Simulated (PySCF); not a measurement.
**SMILES C(=C=CF)F, C3H2F2**

Geometry:
| atom | x (Å) | y (Å) | z (Å) |
| --- | --- | --- | --- |
| F1 | 2.184 | -0.649 | -0.344 |
| C2 | 1.271 | 0.173 | 0.195 |
| C3 | -0.003 | 0.043 | -0.011 |
| C4 | -1.277 | -0.088 | -0.217 |
| F5 | -2.076 | -0.805 | 0.587 |
| H6 | 1.728 | 0.954 | 0.788 |
| H7 | -1.826 | 0.377 | -1.025 |

The calculation used TDDFT CAM-B3LYP/def2-SVPD circular dichroism and optical rotation, one conformer, gas phase (PySCF). Geometry: GFN2-xTB.

States above about 9.7 eV lie in this functional's continuum (it starts at minus the energy of the highest occupied orbital, well below the true ionisation energy for most functionals) and depend on the basis. No stereocentre is labelled: unless the shape is locked (an allene, a helicene, a hindered biaryl), the mirror image is equally populated and a measured rotation or CD is zero.

Problem. What is the specific rotation at 633, 589.3, 546, 436, 405, 365, 355 nm?

Solution. [α] in deg dm⁻¹ (g/mL)⁻¹:
```csv
λ (nm),origin-invariant length gauge,modified velocity gauge,length gauge (centre of mass),isotropic polarisability (au)
633,+23.6,+34.7,+14.7,42.0
589.3,+27.1,+40.1,+16.7,42.2
546,+31.3,+46.8,+19.1,42.4
436,+46.8,+73.2,+26.1,43.5
405,+52.3,+84.2,+27.6,44.1
365,+59.0,+101.2,+26.8,45.0
355,+60.1,+105.7,+25.5,45.3
```

Problem. And for the mirror image at 589.3 nm?

Solution. -27.1 deg dm⁻¹ (g/mL)⁻¹ (origin-invariant length gauge): the same size and the opposite sign.

Problem. What is the molar rotation [Φ] = [α]·M/100 of the geometry above at 589.3 nm?

Solution. With M = 76.05 g/mol, +20.6 deg cm² dmol⁻¹ (origin-invariant length gauge).

The first excitation lies at 5.68 eV (218 nm) with R = -0.3 × 10⁻⁴⁰ esu² cm² (velocity form).
